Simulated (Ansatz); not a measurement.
Geometry optimisation, UHF/def2-SVP (Ansatz 0.2.0).

Input file:

```yaml
crystal:
  periodic: [false, false, false]
  atoms:
    - { symbol: B, position_ang: [-0.000429, 0.002169, -0.582803] }
    - { symbol: F, position_ang: [0.001951, -0.000784, 1.938871] }
    - { symbol: H, position_ang: [1.173571, -0.000778, -0.646219] }
    - { symbol: H, position_ang: [-1.174441, -0.000787, -0.6461] }
    - { symbol: C, position_ang: [9.1e-05, -9.3e-05, 3.289065] }
    - { symbol: H, position_ang: [-0.55529, -0.864624, 3.645945] }
    - { symbol: H, position_ang: [1.02598, -0.048425, 3.647581] }
    - { symbol: H, position_ang: [-0.471334, 0.913223, 3.645161] }
magnetization:
  spin_polarized: true
  initial_magnetization: 1
basis:
  gaussian: { orbitals: def2-SVP }
hamiltonian:
  xc: hf
relax:
  f_tol: 0.03
  max_steps: 50
```

Command:

```bash
$ ansatz run input.yaml --threads 1 --pin off --max-ram 2048MiB --backend cpu --events-out ev --progress --plain --runs-dir out
```

**Question.** Where does it end, and by what steps?

**Answer.** The run converged. After 12 steps the energy has fallen by 0.476 eV; F2 moved furthest, 0.68 Å.

```csv
step,energy less start (eV),largest force component (eV/Å),accepted
0,0.0000,0.533,yes
1,-0.0031,0.258,yes
2,-0.0052,0.163,yes
3,-0.0399,2.747,yes
4,-0.1213,2.604,yes
5,-0.3288,1.577,yes
6,-0.4100,0.700,yes
7,-0.4339,0.477,yes
8,-0.4566,0.287,yes
9,-0.4604,0.240,yes
10,-0.4671,0.527,yes
11,-0.4756,0.065,yes
12,-0.4759,0.014,yes
```

```xyz
8
Properties=species:S:1:pos:R:3
B -0.002 0.438 -0.212
F 0.025 -0.683 1.944
H 1.069 0.010 -0.521
H -1.075 -0.003 -0.494
C 0.000 -0.060 3.159
H -0.558 -0.680 3.856
H 1.022 0.068 3.509
H -0.481 0.909 3.050
```

Whether the end is a true minimum wasn't checked by a vibrational analysis.

Run time: 22 s on 1 thread of AMD EPYC 7R43 64-Core Processor (Zen 3), on a shared host, peak memory 0.14 GiB.
